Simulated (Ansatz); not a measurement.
# C3H5F: how energies converge with the basis set

An exercise on one series of results from a longer session: the logs are not shown, and one member is left open.

The runs use Ansatz 0.2.0, Gaussian basis; one geometry, several basis sets.

Levels to be run: PBE0-D4/def2-SVP; ωB97M-V/def2-SVP; PBE0-D4/def2-QZVPP; ωB97M-V/def2-QZVPP; CCSD(T)/cc-pV(D+d)Z; CCSD(T)/cc-pV(T+d)Z; CCSD(T)/cc-pV(Q+d)Z; the functionals' def2-TZVPP values are taken from earlier runs.

## The geometry

The geometry comes from an earlier relaxation with PBE0-D4 in a triple-zeta def2 set; it is a stationary point, not always the lowest conformer.

9 atoms, charge 0, spin multiplicity 1.

Atoms are counted from 1 here; the program's logs count them from 0.

Bond lengths: C1–C2 1.323 Å, C1–H5 1.083 Å, C1–H6 1.083 Å, C2–C3 1.487 Å, C2–H7 1.088 Å, C3–F4 1.377 Å, C3–H8 1.097 Å, C3–H9 1.097 Å. Angles: C2–C1–H5 121.1°, C2–C1–H6 121.1°, H5–C1–H6 117.7°, C1–C2–C3 124.9°, C1–C2–H7 120.6°, C3–C2–H7 114.5°, C2–C3–F4 112.0°, C2–C3–H8 110.6°, C2–C3–H9 110.6°, F4–C3–H8 107.9°, F4–C3–H9 107.9°, H8–C3–H9 107.8°.

Set-up of the first run:

The input, in.yaml:

```yaml
crystal:
  periodic: [false, false, false]
  atoms:
    - {symbol: C, position_ang: [-0.017847, 1.321977, 0.377186]}
    - {symbol: C, position_ang: [0.479023, 0.248282, -0.215246]}
    - {symbol: C, position_ang: [-0.151684, -1.097873, -0.202985]}
    - {symbol: F, position_ang: [-1.332169, -1.107927, 0.505323]}
    - {symbol: H, position_ang: [0.493899, 2.275170, 0.329404]}
    - {symbol: H, position_ang: [-0.950519, 1.277388, 0.926637]}
    - {symbol: H, position_ang: [1.416067, 0.302077, -0.765192]}
    - {symbol: H, position_ang: [-0.369386, -1.430672, -1.225357]}
    - {symbol: H, position_ang: [0.521116, -1.834621, 0.253029]}
basis:
  gaussian: {orbitals: def2-SVP}
hamiltonian: {xc: pbe0, dispersion: d4}
output: {orbitals: {seedname: orbitals}}
```

Command:

```sh
> ansatz run in.yaml --threads 2 --pin off --events-out ev --progress --plain --max-ram 22528MiB --backend cpu
```

Among the steps run: PBE0-D4 in def2-SVP; ωB97M-V in def2-SVP; PBE0-D4 in def2-QZVPP; ωB97M-V in def2-QZVPP.

One table of the session follows, with a row left open; its other results are not shown here.

It belongs to the step «Density functionals: the series». 

```
functional       basis  HOMO (eV)  LUMO (eV)
   PBE0-D4    def2-SVP      -7.61       0.41
   PBE0-D4  def2-TZVPP      -7.68       0.18
   PBE0-D4  def2-QZVPP      -7.70       0.10
   ωB97M-V    def2-SVP          ?          ?
   ωB97M-V  def2-TZVPP      -9.95       2.31
   ωB97M-V  def2-QZVPP      -9.97       2.02
```

**Question.** Estimate the row for ωB97M-V, def2-SVP.

As computed: HOMO (eV): -9.88; LUMO (eV): 2.65. In the column «HOMO (eV)» it lies between ωB97M-V, def2-TZVPP (-9.95) and PBE0-D4, def2-QZVPP (-7.70).
